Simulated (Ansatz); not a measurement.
This geometry of C2H3FOS (8 atoms, charge 0, multiplicity 1) is a first-order saddle point.

Theory: RKS PBE-D4/def2-SVP in Ansatz 0.2.0.

```xyz
8
Properties=species:S:1:pos:R:3
O -1.158 1.325 0.026
C -0.091 0.912 0.427
C 0.378 -0.540 0.201
F -0.403 -1.349 1.014
S 0.262 -0.959 -1.556
H 0.613 1.562 1.025
H 1.443 -0.668 0.491
H -0.952 -0.342 -1.685
```

(1) Which two structures does it join? (They come from a converged band through this point; their orientation in space is the band's.)

(2) How far does it lie above each of them?

Results:

(1) No bond is made or broken. The dihedral H6–C2–C3–F4 goes from 55 to 164°.

First end point:

```xyz
8
Properties=species:S:1:pos:R:3
O -0.850 1.514 -0.353
C -0.098 0.914 0.380
C 0.448 -0.506 0.133
F 0.014 -1.234 1.245
S -0.057 -1.195 -1.452
H 0.231 1.330 1.376
H 1.561 -0.494 0.160
H -1.157 -0.387 -1.546
```

Last end point:

```xyz
8
Properties=species:S:1:pos:R:3
O -1.186 1.284 0.789
C -0.080 0.910 0.469
C 0.289 -0.558 0.271
F -0.613 -1.383 0.876
S 0.423 -0.818 -1.540
H 0.773 1.615 0.237
H 1.318 -0.758 0.651
H -0.831 -0.349 -1.808
```

(2) 0.042 eV above the first and 0.089 eV above the second. This is the barrier of this one path; another mechanism may lie lower.

The run took 94 s on 1 thread of Intel(R) Xeon(R) Platinum 8488C (Sapphire Rapids), on a shared host, peak memory 0.15 GiB.
